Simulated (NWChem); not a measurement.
# SiH2 (SMILES [H][Si][H]): Slater/6-311G (COSMO water)

What is the vertical ionisation energy of SiH2 at Slater/6-311G (COSMO water)? 

The calculation is run with NWChem 7.3.0.

4 further runs of the same task are left out: 1 that didn't finish, 3 set aside as unsound or not needed.

**1. The molecule**

SiH2: 3 atoms, total charge 0, spin state singlet. As SMILES, `[H][Si][H]`. The shape is that of a GFN2-xTB optimisation.

Bond lengths: Si1–H2 1.486 Å, Si1–H3 1.485 Å. Angles: H2–Si1–H3 97.1°.

**2. Energy and one-electron properties at Slater/6-311G (COSMO water)**

run.nw reads:

```
START run
TITLE "H2Si"
memory stack 880 mb heap 220 mb global 1100 mb
charge 0
GEOMETRY noautosym nocenter noautoz
Si     0.005220    -0.008160    -0.655700
H      1.110230    -0.020010     0.337410
H     -1.115450     0.028170     0.318290
END
BASIS "ao basis" spherical
* library 6-311G
END
COSMO
dielec 78.355
END
DFT
xc slater
grid fine
direct
mulliken
END
PROPERTY
quadrupole
esp
moldenfile
molden_norm janpa
END
TASK dft property
```

Launch:

```sh
$ nwchem run.nw > run.out
```

Output:

```text
[...]
          Wavefunction type:  closed shell.
          No. of atoms     :     3
          No. of electrons :    16
[...]
          Charge           :     0
          Spin multiplicity:     1
[...]
          AO basis - number of functions:    27
[...]
              XC Information
              --------------
                        Slater Exchange Functional  1.000 local
             Grid Information
             ----------------
          Grid used for XC integration:  fine
          Radial quadrature: Mura-Knowles
          Angular quadrature: Lebedev.
[...]
 d= 0,ls=0.0,diis     1   -288.2256413612 -2.98D+02  1.19D-02  1.83D+00     0.3
[...]
 d= 0,ls=0.0,diis     5   -288.2523636193 -2.00D-08  5.07D-06  9.09D-09     1.1
         Total DFT energy =     -288.252363619319
      One electron energy =     -421.787734163060
           Coulomb energy =      142.485805618986
    Exchange-Corr. energy =      -19.154083718999
 Nuclear repulsion energy =       10.212189584123
             COSMO energy =       -0.008540940369
[...]
      Total Density - Mulliken Population Analysis
     ---------------------------------------------
    Atom       Charge   Shell Charges
 -----------   ------   -------------------------------------------------------
    1 Si  14    13.86   0.78  1.19  0.94  1.05  1.02  0.86  1.97  3.88  0.61  1.04  0.54
    2 H    1     1.07   0.23  0.60  0.24
    3 H    1     1.07   0.23  0.60  0.24
[...]
```

Wall time 2 s (1 thread of AMD EPYC 7R43 (Zen 3), shared host); peak memory 0.11 GiB.

Atomic charges (e):

| atom | Mulliken | Löwdin |
| --- | --- | --- |
| Si1 | +0.140 | +0.210 |
| H2 | -0.070 | -0.110 |
| H3 | -0.070 | -0.110 |

**3. The doublet cation**

nw.nw reads:

```
start nw
title "H2Si properties"
memory total 2200 mb
charge 1

geometry noautosym nocenter noautoz
  Si     0.005220    -0.008160    -0.655700
  H      1.110230    -0.020010     0.337410
  H     -1.115450     0.028170     0.318290
end

basis spherical
  * library 6-311G
end

cosmo
  dielec 78.355
end

dft
  xc slater
  mult 2
  grid fine
  direct
  iterations 150
  mulliken
end

property
  quadrupole
  esp
  moldenfile
  molden_norm janpa
end

task dft property
```

Launch:

```sh
$ nwchem nw.nw > nw.out
```

Output:

```text
[...]
          Wavefunction type:  spin polarized.
          No. of atoms     :     3
          No. of electrons :    15
[...]
          Charge           :     1
          Spin multiplicity:     2
[...]
          AO basis - number of functions:    27
[...]
              XC Information
              --------------
                        Slater Exchange Functional  1.000 local
             Grid Information
             ----------------
          Grid used for XC integration:  fine
          Radial quadrature: Mura-Knowles
          Angular quadrature: Lebedev.
[...]
 d= 0,ls=0.0,diis     1   -287.8048507972 -2.98D+02  2.40D-02  2.25D+00     0.4
[...]
 d= 0,ls=0.0,diis     5   -288.0692738235 -5.05D-08  1.80D-06  2.36D-09     1.9
[...]
         Total DFT energy =     -288.069273823522
      One electron energy =     -413.514833832580
           Coulomb energy =      137.457908366516
    Exchange-Corr. energy =      -18.941274792932
 Nuclear repulsion energy =       10.212189584123
             COSMO energy =       -3.283263148648
[...]
      Total Density - Mulliken Population Analysis
     ---------------------------------------------
    Atom       Charge   Shell Charges
 -----------   ------   -------------------------------------------------------
    1 Si  14    13.23   0.78  1.19  0.93  1.05  1.08  0.57  1.97  3.88  0.58  1.02  0.18
    2 H    1     0.88   0.21  0.54  0.13
    3 H    1     0.89   0.21  0.54  0.13
[...]
      <S2> =      0.7510 (Exact =     0.7500)
[...]
```

Wall time 2.8 s (1 thread of AMD EPYC 7R43 (Zen 3), shared host); peak memory 0.15 GiB.

Atomic charges (e):

| atom | Mulliken | Löwdin |
| --- | --- | --- |
| Si1 | +0.770 | +0.970 |
| H2 | +0.120 | +0.020 |
| H3 | +0.110 | +0.020 |

**4. Summary of results**

At Slater/6-311G (COSMO water):

```
                                          quantity          value
                        singlet SiH2: total energy  -288.25236 Eh
                       singlet SiH2: dipole moment         1.30 D
                         singlet SiH2: HOMO energy       -4.52 eV
                         singlet SiH2: LUMO energy       -3.18 eV
                       singlet SiH2: HOMO–LUMO gap        1.34 eV
          singlet SiH2: solvent term in the energy   -12.3 kJ/mol
                      doublet cation: total energy  -288.06927 Eh
doublet cation: HOMO energy (highest over α and β)       -7.76 eV
 doublet cation: LUMO energy (lowest over α and β)       -5.46 eV
        doublet cation: solvent term in the energy  -286.5 kJ/mol
                              doublet cation: ⟨S²⟩          0.751
vertical ionisation energy (to the doublet cation)       4.982 eV
```

**Reading.** Removing an electron at fixed nuclei costs 4.98 eV (481 kJ/mol). The continuum is in equilibrium with both charges, so this lies below a true vertical value in solution, where the slow polarisation stays frozen. −ε(HOMO) before ionisation, 4.52 eV, is 0.47 eV below this ionisation energy. Mulliken charges (singlet SiH2) run from -0.07 on H2 to +0.14 on Si1.
